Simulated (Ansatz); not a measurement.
AlNH3Cl, closed shell: at a first-order saddle point.

Input (in.yaml):

```yaml
crystal:
  periodic: [false, false, false]
  atoms:
    - {symbol: Al, position_ang: [-0.723108, -0.770210, -0.593028]}
    - {symbol: N, position_ang: [0.518821, 0.145895, 0.476401]}
    - {symbol: H, position_ang: [0.935543, -0.479924, -0.826428]}
    - {symbol: Cl, position_ang: [-2.472016, 0.408713, -0.862826]}
    - {symbol: H, position_ang: [1.145579, -0.425995, 1.034504]}
    - {symbol: H, position_ang: [0.595282, 1.121521, 0.771377]}
basis:
  gaussian: {orbitals: def2-TZVPP}
hamiltonian: {xc: pbe, dispersion: d4}
```

Run by:

```bash
ansatz run in.yaml --threads 2 --pin off --events-out ev --progress --plain --max-ram 4352MiB
```

What Ansatz 0.2.0 printed:

```
Functional definition: PBE
  name "PBE"
  cite "Perdew, Burke & Ernzerhof, Phys. Rev. Lett. 77, 3865 (1996) doi:10.1103/PhysRevLett.77.3865"
  parent pbe
  parameter kappa = 0.804
  parameter beta = 0.06672455060314922
  exchange = pbe_x(kappa = kappa, mu = beta*pi^2/3)
  correlation = pbe_c(beta = beta)
895 factors; their error is unknown
mean field evaluation 1: about -20634.8993 eV, gradient 8.1e1 eV
mean field evaluation 2: about -20549.1222 eV, gradient 1.6e2 eV
mean field evaluation 4: about -20646.6753 eV, gradient 2.9e1 eV
mean field evaluation 8: about -20649.3471 eV, gradient 4.2e-1 eV
mean field evaluation 16: about -20649.3339 eV, gradient 7.3e-4 eV
mean field -20649.33385473 eV, -758.8490225401 hartree, gradient 4.2e-5 eV, S^2 0.000000; 0 other end points of the search recorded, 0 dependent functions left out
reference -20649.33389078 eV, -758.8490238649 hartree; 20, 20 occupied and 137, 137 virtual orbitals, 895 factors
Total energy: -20649.43170727 eV, -758.8526185548 hartree
```

The lines “mean field evaluation” count trial sets of orbitals through the whole run, from several starts and some on an approximate energy, so they need not fall steadily or lie above the final value.

The run took about 1.2 s on 2 CPU threads of an Arm Neoverse V2 (shared host).
